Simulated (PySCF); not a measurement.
Adding and removing an electron: OF

UHF-CCSD(T); basis O def2-SVP, F def2-SVP; no relativity; PySCF 2.14. Neutral (UHF): doublet (π ↑), Re = 1.358 Å, ωe = 1035 cm⁻¹, De = 1.77 eV.

OF⁺ (UHF): triplet (π ↑↑), Re = 1.237 Å, ωe = 1293 cm⁻¹, De = 2.39 eV to O⁺ + F. The energies at the minima are -174.33725 hartree for OF and -173.88298 for OF⁺.

Question: Work out the adiabatic ionisation energy, without and with harmonic zero-point energies (1 hartree = 27.2114 eV, 1 eV = 8065.5 cm⁻¹), and the change of the bond length.

Answer: At UHF-CCSD(T): 0.45427 hartree = 12.361 eV between the minima; the zero-point term (1293.0 − 1035.0)/2 cm⁻¹ = +0.016 eV makes it 12.377 eV. Re changes by -12.1 pm against the neutral. The electron leaves a π orbital, and the shorter bond of the ion fits an antibonding orbital, or a change in how ionic the bond is.

Correlated steps freeze 2 core orbitals. Correlated levels converge slowly with the basis: in double zeta they bind strong bonds too weakly, by up to about 1 eV, and carry superposition errors of some tenths. For an ion De counts to the pair picked by the measured ionisation energies or electron affinities, which need not be the lowest pair at this level. The CCSD T1 diagnostic is raised in OF⁺, a sign that a single reference may not be enough there. States were picked by a PBE0 search and need not be the measured ground states.
